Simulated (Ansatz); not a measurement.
Rock-salt ZrC was calculated with r²SCANh (PAW; Ansatz, a quantum-chemistry and plane-wave program).

Settings: plane-wave cutoff 520 eV, 10×10×10 k mesh, Fermi–Dirac smearing 0.05 eV, scalar-relativistic PAW data made under PBE.

Equation-of-state points:

| V (Å³/atom) | E − E_lowest (meV/atom) | P (GPa) |
|---|---|---|
| 12.374 | 26.14 | 13.36 |
| 12.785 | 3.42 | 4.59 |
| 13.026 | 0.00 | 0.04 |
| 13.351 | 5.65 | -5.49 |
| 13.677 | 21.86 | -10.37 |

Task: What bulk modulus B0 and pressure derivative B′ does a third-order Birch–Murnaghan fit give?

Result: V0 = 13.028 Å³/atom, B0 = 235 GPa, B′ = 4.0 (fit to the energies at full precision).

Measured, for comparison: bulk modulus 223 GPa (temperature not stated, no zero-point or thermal correction, from single-crystal elastic constants, our sources range from 208 to 223; as tabulated in arXiv:1102.4063); equilibrium volume per atom 12.95 Å³/atom (temperature not stated, no zero-point or thermal correction; as tabulated in Zhang et al. (2018), doi:10.1088/1367-2630/aac7f0). Computed (rounded) less measured: bulk modulus +5 % (+5 % to +13 % over the range), equilibrium volume per atom +0.6 %. A static lattice is as a rule a little smaller and stiffer than an uncorrected measurement, which narrows the difference in the bulk modulus and would widen misses of the other sign.

Computing time: about 7 core-minutes (a rough figure).
